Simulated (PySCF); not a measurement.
Values are calculated unless marked as measured or tabulated.
A vibrational averaging run on trifluoroacetaldehyde, C2HF3O, SMILES O=CC(F)(F)F. A sound run at PBE0/pcSseg-1 gave B0 = 5464, 2981, 2931 MHz, harmonic ZPE 7388 cm⁻¹, lowest mode 78 cm⁻¹ and averaged shieldings -400.50, -5.84, 62.54, 258.38, 258.54, 273.37, 21.65 ppm.

Input of the run in question:

```
{"job": {"xc": "PBE0", "basis": "pcSseg-1", "grid": 2, "temperatures": [100, 350], "average_masses": true, "kind": "iso"}, "charge": 0, "multiplicity": 1}
O      1.632074     0.892816    -0.170106
C      0.921081    -0.052979    -0.026651
C     -0.609599     0.063125    -0.011403
F     -1.075489    -0.400043     1.155107
F     -1.119650    -0.698023    -0.987330
F     -1.021563     1.307233    -0.175754
H      1.286479    -1.092511     0.107826
```

Command: OMP_NUM_THREADS=1 python ens_run.py task.json out

Output:

```
parent
  Be/MHz 5496.844 2999.152 2946.443
  B0/MHz 5463.896 2980.249 2930.835
  ZPE/cm-1 7386.7
  <sigma>(0 K)/ppm -400.459 -5.836 62.538 258.371 258.533 273.369 21.652
2H at atom 6
  Be/MHz 5325.565 2978.113 2876.881
  B0/MHz 5293.888 2958.862 2861.772
  ZPE/cm-1 6713.8
  <sigma>(0 K)/ppm -399.739 -5.551 62.540 258.462 258.602 273.654 21.753
```

Question: What is doubtful here, and how much did it matter?

Answer: The setting at fault: average atomic weights in place of isotope masses. The isotope effects on the shieldings at 0 K read 720, 285, 3, 92, 70, 285, 101 ppb against 721, 285, 2, 92, 69, 284, 101 ppb in the sound run, and B0 − Be of the smallest constant -15.6 against -15.6 MHz.
